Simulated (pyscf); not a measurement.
Single points on ωB97X-D3(BJ)/def2-SVP structures (PySCF, gas phase). Correlated levels are frozen-core, on RHF or UHF. ΔMP2 is the change of the MP2 total energy from the triple- to the quadruple-zeta basis.

Q: For the elementary gas-phase step H₃Si–O–Ga [singlet] + hydrogen chloride (HCl) -> Cl–Ga [singlet] + silanol (HO–SiH₃) (singlet surface; Ga–O, Cl–H broken, Cl–Ga, H–O formed), what barrier and reaction energy does CCSD(T)/def2-TZVPP + ΔMP2(QZVPP) give, measured from the separated reactants?

A: ΔE‡ = -0.07 eV, ΔE = -0.40 eV. Zero-point energy shifts the barrier by +0.01 eV. It is a four-centre exchange, with an imaginary mode of 420i cm⁻¹. On the reactant side the descent ends in a complex, 0.29 eV under the separated species and 0.09 eV under the saddle at ωB97X-D3(BJ)/def2-TZVP. On the product side the descent ends in a bound adduct, 0.43 eV under the separated species and 0.73 eV under the saddle at ωB97X-D3(BJ)/def2-TZVP. At CCSD(T) the saddle lies under the separated reactants, which points to a path from their complex (located at ωB97X-D3(BJ) alone). At ωB97X-D3(BJ)/def2-TZVP the barrier from the zero used here is -0.20 eV. One saddle was located; it need not be the lowest between these sides. The CCSD(T) − MP2 part came from Ansatz, without density fitting, on the same reference. The frozen core leaves the outer d or s,p core shells of the metals and heavy elements correlated in the MP2 and CC values, and def2-TZVPP describes them poorly, which can shift differences by a few kcal/mol. Elements up to Kr have no core potential and no relativistic terms here.
